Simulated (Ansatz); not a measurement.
**A geometry optimisation of AlH3OSi with B3LYP-D4/def2-TZVP**

The starting geometry of this gas-phase singlet was optimised with GFN2-xTB.

```xyz
6

Al    0.0848   -1.7581    1.8139
O     1.1756   -1.1509    3.0334
Si    2.3543   -0.8040    1.9614
H    -1.0809   -0.8462    1.3777
H    -0.0716   -3.2885    1.6926
H     3.3922   -0.2661    2.8821
```

Q: Where would you expect an optimisation with B3LYP-D4/def2-TZVP to take it?

A: A bond breaks, leaving `[AlH2][O][SiH]`. Contacts that open: Al1–Si3 (2.47 → 3.33 Å).

The energy falls by 0.53 eV over 13 steps:

```csv
step,E − E(last) (eV)
1,0.530
2,0.391
4,0.256
5,0.222
6,0.159
8,0.017
9,0.000
10,0.000
12,0.000
13,0.000
```

Final geometry (Å):

```yaml
atoms:
  - { symbol: Al, position_ang: [-0.1147, -1.8361, 1.8523] }
  - { symbol: O, position_ang: [1.4478, -1.1809, 1.9497] }
  - { symbol: Si, position_ang: [2.9630, -0.5617, 1.9181] }
  - { symbol: H, position_ang: [-1.3078, -0.8354, 1.6398] }
  - { symbol: H, position_ang: [-0.2541, -3.3972, 1.9690] }
  - { symbol: H, position_ang: [3.1202, -0.3025, 3.4323] }
```

Frequencies at the end are all real (lowest 105 cm⁻¹). Run with Ansatz 0.2.0, 20 s on 2 threads of Arm Neoverse V1, on a shared host.
